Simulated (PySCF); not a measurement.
Compound: n-BuOMe, C5H12O.
Bonds: C1–C2, C2–C3, C3–C4, C4–O5, O5–C6. Hydrogens: H7, H8, H9 on C1; H10, H11 on C2; H12, H13 on C3; H14, H15 on C4; H16, H17, H18 on C6.

Level: wB97X-D/pcSseg-2 in PySCF, non-relativistic, on one gas-phase PBE0-D3(BJ)/def2-TZVP geometry that isn't relaxed in the solvent. The solvent is an IEF-PCM continuum (Bondi radii, 1.10 Å for H, scaled by 1.2). Specific hydrogen bonds and non-electrostatic terms are outside this model.

Gas phase at wB97X-D/pcSseg-2: HOMO -9.22 eV, LUMO 2.30 eV, dipole 1.22 D.

Task: What does the continuum do to the energy, the frontier levels and the dipole at wB97X-D/pcSseg-2 in chloroform?

Result: 
| solvent | ε | E(solvent) − E(gas) (kcal/mol) | polarisation term (kcal/mol) | distortion of the solute (kcal/mol) | HOMO (eV) | LUMO (eV) | dipole (D) |
| --- | --- | --- | --- | --- | --- | --- | --- |
| chloroform | 4.711 | -2.10 | -2.33 | 0.23 | -9.22 | 2.46 | 1.56 |

Polarisation term: ½ Σ q·V over the induced surface charges. Distortion: the rise of the solute's own energy as its density leaves the gas-phase optimum.

Task: Which radius a makes the point-dipole formula ΔE = −[(ε − 1)/(2ε + 1)]·μ²/a³ give the value in chloroform, with the gas-phase dipole?

Result: μ = 0.480 au and |ΔE| = 0.00335 Eh give a = 1.54 Å; the farthest nucleus lies 3.41 Å from the centroid of the nuclei, so such a sphere wouldn't even hold the nuclei. The formula assumes a rigid point dipole at the centre of a sphere.

The values belong to the conformer `[CH3:1][CH2:2][CH2:3][CH2:4][O:5][CH3:6]`: C1–C2–C3–C4 179°, C2–C3–C4–O5 -58°, C3–C4–O5–C6 -71°.

wB97X-D is run here without its empirical dispersion term; that term would change no orbital, density or response property at a fixed geometry.
